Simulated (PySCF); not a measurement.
## From orbital energies to excitation energies

CH2PH, CH3P.
SMILES with atom numbers: `[CH2:1]=[PH:2]` (hydrogens: H3, H4 on C1; H5 on P2)

Computed, not measured: TDDFT wB97X-D/def2-SVPD, vertical, gas phase, core orbitals frozen in the response in PySCF. Geometry: PBE0-D3(BJ)/def2-SVP; no solvent, vibrations or thermal averaging.

Orbital energies (eV): HOMO-3 -14.58, HOMO-2 -12.55, HOMO-1 -9.87, HOMO -9.65, LUMO 0.00, LUMO+1 2.20, LUMO+2 3.27.

Question: Among the lowest singlets, which states do these configurations lead, and at what energies: HOMO-1→LUMO, HOMO→LUMO+2, HOMO→LUMO, HOMO-1→LUMO+1?

Answer: 

```
state  leading configuration  weight  Δε (eV)  E (eV)  E − Δε (eV)       f  other configurations
   S1            HOMO-1→LUMO    0.99     9.88    4.74        -5.13  0.0092                     –
   S2              HOMO→LUMO    0.94     9.65    5.85        -3.80   0.216                     –
   S5          HOMO-1→LUMO+1    0.92    12.08    7.67        -4.40   0.143                     –
   S6            HOMO→LUMO+2    0.79    12.91    8.36        -4.55   0.064           H→L+3 (12%)
```

E − Δε runs from -5.13 to -3.80 eV. By orbital difference alone the order would be S2, S1, S5, S6. Δε is the difference of the two orbital energies.

H and L stand for HOMO and LUMO. The other states: S3 6.86 eV, f 0.021, H→L+1 (54%), H-2→L (40%); S4 6.99 eV, f 0.0069, H-2→L (58%), H→L+1 (40%).

Summed over the main configurations (up to three a state, each over 8%) of all 6 singlets, the electron leaves HOMO with weight 2.80, HOMO-1 with weight 1.91 and HOMO-2 with weight 0.98.
